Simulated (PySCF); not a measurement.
Structure with atom numbers: `[OH:1][CH:2]1[CH2:3][CH2:4][CH2:5][CH2:6]1`. Each H is labelled by its parent atom. Ha(C3), Ha(C4), Ha(C5), Ha(C6) are cis to O1 on the ring; Hb(C3), Hb(C4), Hb(C5), Hb(C6) are trans to O1 on the ring.

GIAO shifts from PySCF on PBE0-D3(BJ)/def2-TZVP geometries (one conformer, non-relativistic, equivalent nuclei averaged), against TMS at the same level and in the same medium; PCM means IEF-PCM chloroform.

Measured (solution, not stated per compound (mostly CDCl3 or CCl4); Pretsch, Buehlmann, Badertscher, Structure Determination of Organic Compounds, 4th ed. (2009)): C2 73.7, C3/C6 35.4, C4/C5 23.4 ppm.

**Question.** Which unscaled values do B97-2/pcSseg-2, gas; WP04/pcSseg-2, PCM; wB97X-D/pcSseg-2, PCM give, and how close are they?

**Answer.** 
```
atoms  measured  B97-2/pcSseg-2, gas  WP04/pcSseg-2, PCM  wB97X-D/pcSseg-2, PCM
   C2      73.7                 79.3                84.2                   80.1
C3/C6      35.4                 39.7                41.6                   40.3
C4/C5      23.4                 28.5                31.4                   28.5
```

Mean absolute error for 13C: B97-2/pcSseg-2, gas 5.0, WP04/pcSseg-2, PCM 8.2, wB97X-D/pcSseg-2, PCM 5.5 ppm.
